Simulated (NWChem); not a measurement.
**C2H− (SMILES [C-]#C): levels of theory compared**

Wanted: a comparison of 5 runs (BLYP/STO-3G, PBE/3-21G, PBE0/def2-SVP, r2SCAN/cc-pVTZ, MP2/def2-TZVP) of C2H−. 

The results are computed with NWChem 7.3.0.

## Step 1: The molecule

C2H− has 3 atoms, charge -1, and is taken as a singlet. As SMILES, `[C-]#C`. The shape is that of a PBE0-D4/def2-TZVPD optimisation.

Bond lengths: C1–C2 1.239 Å, C2–H3 1.071 Å. Angles: C1–C2–H3 180.0°.

## Step 2: Energy and forces at BLYP/STO-3G (run 1)

Contents of c2h.nw:

```
start c2h
title "C2H"
memory 2200 mb
charge -1

geometry noautosym nocenter noautoz
  C     0.629700    0.896400    0.445600
  C    -0.029800   -0.042400   -0.020900
  H    -0.599900   -0.854000   -0.424700
end

basis "ao basis" spherical bse
  C library STO-3G
  H library STO-3G
end

dft
  xc becke88 lyp
  mult 1
  grid xfine
  convergence energy 1e-08
  maxiter 100
  mulliken
end

task dft gradient
```

On the command line:

```console
$ nwchem c2h.nw > c2h.out
```

The program printed:

```text
[...]
          Wavefunction type:  closed shell.
          No. of atoms     :     3
          No. of electrons :    14
[...]
          Charge           :    -1
          Spin multiplicity:     1
[...]
          AO basis - number of functions:    11
[...]
              XC Information
              --------------
                    Becke 1988 Exchange Functional  1.000
              Lee-Yang-Parr Correlation Functional  1.000
[...]
 d= 0,ls=0.0,diis     1    -75.5000187908 -9.52D+01  1.22D-01  2.69D-01     0.1
[...]
 d= 0,ls=0.0,diis     7    -75.5398859061 -6.66D-09  3.33D-07  2.35D-12     0.4
         Total DFT energy =      -75.539885906146
      One electron energy =     -146.475464241543
           Coulomb energy =       62.844104792244
    Exchange-Corr. energy =      -11.630007927560
 Nuclear repulsion energy =       19.721481470712
[...]
      Total Density - Mulliken Population Analysis
     ---------------------------------------------
    Atom       Charge   Shell Charges
 -----------   ------   -------------------------------------------------------
    1 C    6     6.49   2.00  1.72  2.77
    2 C    6     6.45   1.99  1.16  3.30
    3 H    1     1.06   1.06
[...]
  wavefunction    = closed shell
                         DFT ENERGY GRADIENTS
    atom               coordinates                        gradient
                 x          y          z           x          y          z
   1 C       1.189960   1.693950   0.842062   -0.010461  -0.014892  -0.007411
   2 C      -0.056314  -0.080124  -0.039495    0.000572   0.000817   0.000420
   3 H      -1.133647  -1.613826  -0.802567    0.009888   0.014075   0.006991
[...]
```

It took 0.98 s on 1 thread of AMD EPYC 9R45 (Zen 5), shared host; peak memory 0.12 GiB.

## Step 3: Energy and forces at PBE/3-21G (run 2)

Contents of input.xyz:

```xyz
3
C2H
C      0.629700     0.896400     0.445600
C     -0.029800    -0.042400    -0.020900
H     -0.599900    -0.854000    -0.424700
```

Contents of run.py:

```python
from ase.io import read
from ase.calculators.nwchem import NWChem

molecule = read('input.xyz')

calc = NWChem(
    label='input',
    theory='dft',
    memory='2200 mb',
    basis='3-21G',
    basispar='spherical bse',
    charge=-1,
    dft={'xc': 'xpbe96 cpbe96', 'mult': '1', 'grid': 'xfine', 'convergence': 'energy 1e-08', 'iterations': '100', 'mulliken': None},
)
molecule.calc = calc

forces = molecule.get_forces()
print("Total energy (eV):", round(molecule.get_potential_energy(), 6))
print("forces (eV/A):")
for s, f in zip(molecule.symbols, forces):
    print(f"{s:2s} {f[0]:10.5f} {f[1]:10.5f} {f[2]:10.5f}")
print("dipole (e A):", molecule.get_dipole_moment().round(4))
```

On the command line:

```console
$ export ASE_NWCHEM_COMMAND="nwchem PREFIX.nwi > PREFIX.nwo"
$ python run.py
```

The program printed:

```text
Total energy (eV): -2072.103871
forces (eV/A):
C     1.31193    1.86755    0.92848
C    -1.06377   -1.51438   -0.75323
H    -0.24816   -0.35322   -0.17519
dipole (e A): [-0.5366 -0.7639 -0.3799]
```

The calculator wrote input.nwi:

```
title "input"

permanent_dir input

scratch_dir input

start input

geometry units angstrom nocenter noautosym noautoz
  C  6.2970000000000004e-01 8.9639999999999997e-01 4.4560000000000000e-01
  C  -2.9800000000000000e-02 -4.2400000000000000e-02 -2.0899999999999998e-02
  H  -5.9989999999999999e-01 -8.5399999999999998e-01 -4.2470000000000002e-01
end

charge -1

memory 2200 mb

basis spherical bse noprint
   * library 3-21G
end

dft
  xc xpbe96 cpbe96
  mult 1
  grid xfine
  convergence energy 1e-08
  iterations 100
  mulliken
end

task dft gradient
```

input.nwo, shortened:

```text
[...]
         Total DFT energy =      -76.148413373231
[...]
  wavefunction    = closed shell
                         DFT ENERGY GRADIENTS
    atom               coordinates                        gradient
                 x          y          z           x          y          z
   1 C       1.189960   1.693950   0.842062   -0.025513  -0.036318  -0.018056
   2 C      -0.056314  -0.080124  -0.039495    0.020687   0.029450   0.014648
   3 H      -1.133647  -1.613826  -0.802567    0.004826   0.006869   0.003407
[...]
```

It took 1.6 s on 1 thread of AMD EPYC 9R45 (Zen 5), shared host; peak memory 0.12 GiB.

Runs 3 to 4 aren't shown in full; the table further down has their settings and results.

## Step 4: Energy and forces at MP2/def2-TZVP (run 5)

Contents of a.xyz:

```xyz
3
C2H mp2
C      0.629700     0.896400     0.445600
C     -0.029800    -0.042400    -0.020900
H     -0.599900    -0.854000    -0.424700
```

Contents of a.nw:

```
start a
title "C2H mp2"
memory 2200 mb
charge -1

geometry noautosym nocenter noautoz
 load a.xyz
end

basis spherical bse
 * library def2-TZVP
end

scf
 nopen 0
 rhf
 thresh 1e-08
 maxiter 80
 print low
end

mp2
 freeze core 2
 tight
end

task mp2 gradient
```

On the command line:

```console
$ nwchem a.nw > a.out
```

The program printed:

```text
[...]
  functions       =    68
[...]
  wavefunction    = RHF
[...]
         Total SCF energy =    -76.231739610607
      One-electron energy =   -144.927230636094
      Two-electron energy =     48.974009554775
 Nuclear repulsion energy =     19.721481470712
        Time for solution =      2.2s
[...]
          Total MP2 energy           -76.540040121980
[...]
                         mp2 ENERGY GRADIENTS
    atom               coordinates                        gradient
                 x          y          z           x          y          z
   1 C       1.189960   1.693950   0.842062   -0.012546  -0.017860  -0.008882
   2 C      -0.056314  -0.080124  -0.039495    0.012647   0.018005   0.008962
   3 H      -1.133647  -1.613826  -0.802567   -0.000101  -0.000145  -0.000080
[...]
```

Run time: 6.3 s. Hardware: 1 thread of AMD EPYC 9R45 (Zen 5), shared host; peak memory 0.15 GiB.

## Step 5: Overview of the runs

| run | level | integration grid | iteration cap | energy (Eh) | HOMO energy (eV) | LUMO energy (eV) | HOMO–LUMO gap (eV) | wall time |
| --- | --- | --- | --- | --- | --- | --- | --- | --- |
| 1 | BLYP/STO-3G | xfine | 100 | -75.539886 | 7.56 | 15.29 | 7.73 | 0.98 s |
| 2 | PBE/3-21G | xfine | 100 | -76.148413 | 2.72 | 9.18 | 6.46 | 1.6 s |
| 3 | PBE0/def2-SVP | xfine | 100 | -76.538370 | 0.17 | 8.27 | 8.10 | 2.3 s |
| 4 | r2SCAN/cc-pVTZ | xfine | 100 | -76.684809 | 0.74 | 7.26 | 6.51 | 9.3 s |
| 5 | MP2/def2-TZVP | – | 80 | -76.540040 | – | – | – | 6.3 s |

## Step 6: Summary of results

| quantity | value |
| --- | --- |
| run 5: total energy | -76.54004 Eh |
| run 5: correlation energy (2 core orbitals frozen) | -308.3 mEh |
| run 5: largest force on an atom | 1.222 eV/Å |

**Reading.** Over runs 1, 2, 3, 4 the HOMO–LUMO gap runs from 6.46 eV (PBE/3-21G) to 8.10 eV (PBE0/def2-SVP). The two ends differ in method and basis. The empty levels of an anion lie above zero and hang on the basis. Totals of different functionals can't be ranked against each other. In runs 1, 2, 3, 4 the HOMO lies above zero, so the outermost electron may be held by the basis alone. In run 1 the basis is minimal, so the values are rough. All runs together took 20 s, the longest 9.3 s.
